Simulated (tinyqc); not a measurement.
G0W0 on RHF in the sto-3g basis, for H2O, spin multiplicity 1, step by step (part 2 of 2). Computed by tinyqc, a small Python program that keeps every step (integrals from PySCF). Command: `OMP_NUM_THREADS=1 python tinyqc.py 29103 29104 out.jsonl` (the two numbers bound the seeds that draw the settings). One thread of a shared host (Intel(R) Xeon(R) Processor @ 2.60GHz), about 0.06 s of CPU time with the checks.

Geometry (angstrom):
```
atom       x        y       z
O     0.0000   0.0000  0.0000
H     0.0000   0.6800  0.6470
H     0.0000  -0.7330  0.6970
```

## G0W0 on Hartree-Fock: HOMO

orbital energies (hartree): [-20.2569, -1.2736, -0.5875, -0.4773, -0.3978, 0.5900, 0.7074]

excitation energies w (hartree): [1.0559, 1.1512, 1.1559, 1.2331, 1.3824, 1.5669, 2.0559, 2.1491, 20.9043, 21.0087]

X + Y, order 1>6, 1>7, 2>6, 2>7, 3>6, 3>7, 4>6, 4>7, 5>6, 5>7:
```
[[0.0000, 0.0003, 0.0000, -0.0006, -0.0007, 0.0016, -0.0017, -0.0002, 0.9950, 0.0851],
 [0.0000, -0.0007, 0.0000, 0.0017, 0.0011, 0.0008, 0.0022, -0.0021, -0.0856, 0.9953],
 [0.0000, -0.0429, 0.0000, -0.0719, 0.0443, -0.2822, 0.7857, 0.4618, 0.0002, 0.0000],
 [0.0000, -0.0494, 0.0000, 0.0714, -0.0260, -0.1144, -0.5221, 0.8042, -0.0001, 0.0003],
 [0.0000, 0.3692, 0.0000, -0.5965, 0.6209, -0.1502, -0.0801, -0.0099, 0.0000, 0.0001],
 [0.0000, -0.2340, 0.0000, -0.2877, 0.1155, 0.8142, 0.0998, 0.1558, -0.0001, 0.0000],
 [0.0000, 0.8686, 0.0000, 0.1345, -0.2411, 0.2220, 0.0575, 0.0755, 0.0000, 0.0000],
 [0.0000, 0.0431, 0.0000, 0.7075, 0.6250, 0.1174, 0.0394, 0.0150, 0.0001, -0.0001],
 [0.9627, 0.0000, 0.0892, 0.0000, 0.0000, 0.0000, 0.0000, 0.0000, 0.0000, 0.0000],
 [-0.0987, 0.0000, 0.9732, 0.0000, 0.0000, 0.0000, 0.0000, 0.0000, 0.0000, 0.0000]]
```

Given earlier and not repeated: Two-electron integrals over orbitals (pq|rs).

W(p,q,m) = sqrt2 sum_ia (pq|ia) (X+Y)_ia,m; Sigma_c(x) = sum_(i,m) W^2/(x - e_i + w_m) + sum_(a,m) W^2/(x - e_a - w_m); solve x = e_p + Sigma_c(x) by Newton steps; Z = 1/(1 - dSigma/dx); 1 hartree = 27.211386 eV.

The 12 largest terms at x = e_p (hartree; W for the signs of X + Y given):
```
q  m        W      term
5  6  -0.1928    0.0237
5  8  -0.2178    0.0221
5  7  -0.1570    0.0120
2  1  -0.0670    0.0023
5  2  -0.0485    0.0020
5  5   0.0403    0.0012
6  1   0.0480   -0.0011
2  3  -0.0369    0.0007
5  4  -0.0282    0.0006
3  3  -0.0278    0.0006
7  3   0.0357   -0.0006
3  1   0.0165  2.20e-04
```

Newton steps (hartree):
```
step        x  Sigma_c(x)       Z
0     -0.3978      0.0637  0.9640
1     -0.3364      0.0615  0.9662
2     -0.3363      0.0615  0.9662
```

quasiparticle energy of the HOMO = -9.1507 eV

Hartree-Fock value = -10.8235 eV

## G0W0 on Hartree-Fock: LUMO

As before.

The 12 largest terms at x = e_p (hartree; W for the signs of X + Y given):
```
q  m        W     term
6  8  -0.1251  -0.0073
7  5   0.0751  -0.0038
3  5   0.0978   0.0037
4  6   0.0968   0.0036
2  7   0.1124   0.0032
6  7  -0.0780  -0.0030
6  5  -0.0593  -0.0025
2  8   0.1004   0.0025
4  8   0.0870   0.0024
4  5  -0.0617   0.0016
3  7  -0.0683   0.0014
4  2   0.0535   0.0013
```

Newton steps (hartree):
```
step       x  Sigma_c(x)       Z
0     0.5900      0.0060  0.9814
1     0.5959      0.0059  0.9814
2     0.5959      0.0059  0.9814
```

quasiparticle energy of the LUMO = 16.2140 eV

Hartree-Fock value = 16.0545 eV
